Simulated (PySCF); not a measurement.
## Cl: ionisation energy

Cl [Ne] 3s2 3p5 (2P) → Cl⁺ [Ne] 3s2 3p4 (3P), as a difference of total energies. Computed with PySCF 2.14 in cc-pVDZ-DK (4s3p1d, 18 functions), with the spin-free X2C one-electron Hamiltonian (Gaussian nucleus). Correlated levels: valence: [Ne] frozen. The calculations carry no spin-orbit coupling.

Order these methods by the ionisation energy they give, lowest first.
A. M06-L
B. UHF
C. CCSD(T) (valence)
D. MP2 (valence)

B (11.796 eV), C (12.347 eV), D (12.407 eV), A (13.048 eV).

Errors of the correlated levels include the incompleteness of this basis and the frozen core.

For comparison: 12.974 eV (measured; NIST levels, between the centres of gravity of the two terms).
